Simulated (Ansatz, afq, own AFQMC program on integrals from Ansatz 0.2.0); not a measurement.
BPH$_{3}$, doublet in cc-pVDZ, levels against CCSDT(Q)

```xyz
5

B     0.0368    0.1111    1.3114
P    -0.0182   -0.0016   -0.5617
H    -0.3341    1.1108    1.8553
H     0.3373   -0.8386    1.9727
H     0.1620   -1.4130   -0.6326
```

Connectivity, by distances: BH2–PH.

Basis cc-pVDZ. Noble-gas cores (and the filled d shells of Ga–Kr and In–Xe) are frozen. Integrals, coupled cluster, full CI and functionals: Ansatz 0.2.0; the random walks run on the same integrals in our own AFQMC program. ph-AFQMC/CISD is guided by a CISD state made of CCSD amplitudes; releasing the constraint for a short imaginary time cuts its bias at the price of noise, slowly where states lie close. Uncertainties: one standard error, sampling alone.

Determinant: UHF, the one that the program's search chose, which needn't be the lowest solution. The geometry is a point of a scan.

No full CI on the walks' own integrals is used here; CCSDT(Q) serves as the reference and is uncertain by about the last step of the cluster series.

- T1 diagnostic: 0.0171
- weight of the determinant in the CISD state: 0.881
- ⟨S²⟩ of the determinant: 0.760
- size of the correlated space: 11 electrons in 41 orbitals

Reference: CCSDT(Q), correlation energy -6.267 eV. The released energy is read at 2.40 1/Eh (meV from the phaseless value at times in 1/Eh: -9 ± 14 at 0.24, -6 ± 13 at 0.51, 4 ± 12 at 0.99, -1 ± 16 at 1.62, 6 ± 15 at 2.40).

```json
{"level": "HF", "E − E(reference) (meV)": "6267.4", "share of correlation (%)": "0.00"}
{"level": "MP2", "E − E(reference) (meV)": "1267.9", "share of correlation (%)": "79.77"}
{"level": "CCSD", "E − E(reference) (meV)": "195.5", "share of correlation (%)": "96.88"}
{"level": "CCSD(T)", "E − E(reference) (meV)": "36.9", "share of correlation (%)": "99.41"}
{"level": "CCSDT", "E − E(reference) (meV)": "8.0", "share of correlation (%)": "99.87"}
{"level": "ph-AFQMC/HF", "E − E(reference) (meV)": "-9.4 ± 61.3", "share of correlation (%)": "100.15"}
{"level": "ph-AFQMC/CISD", "E − E(reference) (meV)": "5.5 ± 8.9", "share of correlation (%)": "99.91"}
{"level": "released AFQMC", "E − E(reference) (meV)": "11.5 ± 15.1", "share of correlation (%)": "99.82"}
```

Released energies are given only where the last usable release times agree within the noise; a slower fall can still hide under it.
